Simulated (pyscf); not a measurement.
`[SH][GaH2]` + `[H]` [doublet] -> `[SH][GaH2]` + `[H]` [doublet] (substitution at S; doublet surface; H–S broken, H–S formed). Single points on ωB97X-D3(BJ)/def2-SVP structures (PySCF, gas phase). Correlated levels are frozen-core, on RHF or UHF. ΔMP2 is the change of the MP2 total energy from the triple- to the quadruple-zeta basis. Energies in kJ/mol from the separated reactants.

| level | barrier | reaction energy |
|---|---|---|
| ωB97X-D3(BJ)/def2-TZVP | [?] | 0.0 |
| r²SCAN/def2-TZVP | 5.6 | 0.0 |
| ωB97M-D3(BJ)/def2-TZVP | 35.7 | 0.0 |
| MP2/def2-QZVPP | 48.8 | 0.0 |
| CCSD/def2-TZVPP | 39.5 | 0.0 |
| CCSD(T)/def2-TZVPP | 35.6 | 0.0 |
| CCSD(T)/def2-TZVPP + ΔMP2(QZVPP) | [?] | 0.0 |

**Question.** Complete the blanks.

**Answer.** 
- ωB97X-D3(BJ)/def2-TZVP, barrier: 35.4
- CCSD(T)/def2-TZVPP + ΔMP2(QZVPP), barrier: 32.0

One saddle was located; it need not be the lowest between these sides. The angle at the attacked S is 171°. The CCSD(T) − MP2 part came from Ansatz, without density fitting, on the same reference. The frozen core leaves the outer d or s,p core shells of the metals and heavy elements correlated in the MP2 and CC values, and def2-TZVPP describes them poorly, which can shift differences by a few kcal/mol. Elements up to Kr have no core potential and no relativistic terms here.
